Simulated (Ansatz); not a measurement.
A run of Ansatz (development build ahead of 0.2.0) on singlet C₂H₄ at this shape:

```csv
atom,x (Å),y (Å),z (Å)
C,-0.0059,0.0078,0.6661
C,0.0041,-0.0061,-0.6603
H,-0.0006,0.9304,1.2371
H,-0.0039,-0.9287,1.2289
H,-0.0087,0.9268,-1.2270
H,-0.0098,-0.9218,-1.2370
```

Its results:

```yaml
Converged: yes
Total_energy: -77.97770 hartree
Spin_squared_of_the_determinant: 0.000
```

Q: Which input gives this output? Name the method, the orbitals and the basis set, and write the input.

A: RHF in def2-SVP. An unrestricted run that stays on the closed shell gives the same numbers.

```yaml
crystal:
  periodic: [false, false, false]
  atoms:
    - { symbol: C, position_ang: [-0.00586, 0.00784, 0.66609] }
    - { symbol: C, position_ang: [0.00411, -0.00608, -0.6603] }
    - { symbol: H, position_ang: [-0.00058, 0.93044, 1.23715] }
    - { symbol: H, position_ang: [-0.00392, -0.92875, 1.22889] }
    - { symbol: H, position_ang: [-0.00872, 0.92682, -1.22699] }
    - { symbol: H, position_ang: [-0.00984, -0.92176, -1.23705] }
basis:
  gaussian: { orbitals: def2-SVP }
hamiltonian:
  xc: hf
```
